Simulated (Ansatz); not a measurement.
Ansatz (a quantum-chemistry and plane-wave program) input (B3LYP-D3(BJ)/def2-TZVP):

Ansatz 0.2 input:
```yaml
crystal:
  periodic: [false, false, false]
  atoms:
    - {symbol: C, position_ang: [0.08817153, 0.32071182, 0.13883297]}
    - {symbol: N, position_ang: [0.03070291, -1.07209885, 0.12981449]}
    - {symbol: H, position_ang: [-0.91415313, 0.78217270, 0.11139149]}
    - {symbol: H, position_ang: [-0.47585525, -1.41266676, -0.68678864]}
    - {symbol: H, position_ang: [0.62019964, 0.65555392, 1.03063422]}
    - {symbol: H, position_ang: [0.59337285, 0.71891097, -0.75867227]}
basis:
  gaussian:
    orbitals: def2-TZVP
hamiltonian:
  xc: b3lyp
  dispersion: d3bj
magnetization: {spin_polarized: true, initial_magnetization: 1}
relax: {f_tol: 0.002, max_steps: 150}
```

End of the output:

```
integrals: 0.01 GiB planned
511 factors; their error is unknown
mean field: 0.22 GiB planned
mean field -2591.45307845 eV, -95.2341440831 hartree, gradient 1.4e-5 eV, S^2 0.753786; 0 other end points of the search recorded, 0 dependent functions left out
the calculation of the forces begins
reference -2591.45326966 eV, -95.2341511099 hartree; 9, 8 occupied and 77, 78 virtual orbitals, 511 factors
relax step   7: F+E_penalty+E_count = -2591.55053795 eV  Δ(F+E_penalty+E_count) = -1.565e-7 eV  max|allowed force component| = 2.107e-3 eV/Å  Δτ_max = 0.0008 Å  (34 SCF iters, accepted)
these checks for a lower state are left out or cut short: starts, cluster_reference, orbital_swaps, neighbouring_geometries, increment
integrals: 0.01 GiB planned
511 factors; their error is unknown
mean field: 0.22 GiB planned
mean field -2591.45307919 eV, -95.2341441103 hartree, gradient 1.5e-5 eV, S^2 0.753786; 0 other end points of the search recorded, 0 dependent functions left out
the calculation of the forces begins
reference -2591.45327040 eV, -95.2341511372 hartree; 9, 8 occupied and 77, 78 virtual orbitals, 511 factors
relax step   8: F+E_penalty+E_count = -2591.55053817 eV  Δ(F+E_penalty+E_count) = -2.167e-7 eV  max|allowed force component| = 6.173e-4 eV/Å  Δτ_max = 0.0002 Å  (33 SCF iters, accepted)
integrals: 0.01 GiB planned
511 factors; their error is unknown
mean field: 0.22 GiB planned
mean field evaluation 64: about -2591.4627 eV, gradient 2.6e-1 eV
mean field -2591.45307919 eV, -95.2341441103 hartree, gradient 1.5e-5 eV, S^2 0.753786; 1 other end points of the search recorded, 0 dependent functions left out
the calculation of the forces begins
reference -2591.45327040 eV, -95.2341511372 hartree; 9, 8 occupied and 77, 78 virtual orbitals, 511 factors
Total energy: -2591.55072938 eV, -95.2377326886 hartree
Atom 0 at     0.089863     0.325679     0.140648 Å, force    -0.000407    -0.000143    -0.000617 eV/Å
Atom 1 at     0.027423    -1.109781     0.141335 Å, force    -0.000003    -0.000207     0.000109 eV/Å
Atom 2 at    -0.915844     0.772599     0.124320 Å, force     0.000137     0.000016    -0.000112 eV/Å
Atom 3 at    -0.477772    -1.389928    -0.706524 Å, force     0.000130     0.000254     0.000238 eV/Å
Atom 4 at     0.618608     0.687790     1.022683 Å, force     0.000231    -0.000107     0.000316 eV/Å
Atom 5 at     0.600160     0.706225    -0.757250 Å, force    -0.000089     0.000186     0.000067 eV/Å
Dipole moment:    -0.140254     0.293204    -0.263308 e Å
```

It need not be the lowest isomer of its formula.
